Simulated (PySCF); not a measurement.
A GIAO shielding run with PySCF 2.14.0 with density-fitted response routines (density fitting, non-relativistic, gas phase) on SMILES O=C(C(C)C)Cl, C4H7ClO:

```
$ OMP_NUM_THREADS=1 python probes_run.py task.json out

{"job": {"kind": "nmr", "xc": "PBE0", "basis": "6-311+G(2d,p)", "pop": true}, "charge": 0, "multiplicity": 1}
C      0.910889    -0.918531    -0.497232
C      0.014497    -0.037279     0.375490
C     -1.450681    -0.115040    -0.026326
C      0.491011     1.396154     0.333902
O     -0.066440     2.326370    -0.136654
Cl     2.101673     1.605111     1.108994
H      0.579303    -1.964604    -0.429197
H      1.960416    -0.865108    -0.177997
H      0.850976    -0.610864    -1.552684
H      0.138257    -0.358154     1.424420
H     -2.081936     0.504226     0.626542
H     -1.803080    -1.154733     0.036188
H     -1.592042     0.237564    -1.058502
```

Hardware: 1 thread of an Arm Neoverse V1, shared host. The job also computes population analyses, field gradients.

Q: How large is the calculation?

A: 56 electrons, 212 basis functions and 715 auxiliary functions.

Q: How long does it take, and how much memory does it need?

A: 24 s of wall time, with 14 SCF cycles and 5 response iterations; peak memory 1.1 GiB. Times on a shared host scatter by some tens of per cent.

Q: And these other runs on the same molecule and hardware: GIAO shielding at PBE0/6-31G; GIAO shielding at PBE0/6-31G*; GIAO shielding at PBE0/STO-3G; GIAO shielding at PBE0/def2-SVP; GIAO shielding at PBE0/def2-TZVP?

A: PBE0/6-31G: 72 functions, 6.8 s; PBE0/6-31G*: 102 functions, 9.4 s; PBE0/STO-3G: 41 functions, 3.4 s; PBE0/def2-SVP: 123 functions, 11 s; PBE0/def2-TZVP: 234 functions, 29 s.
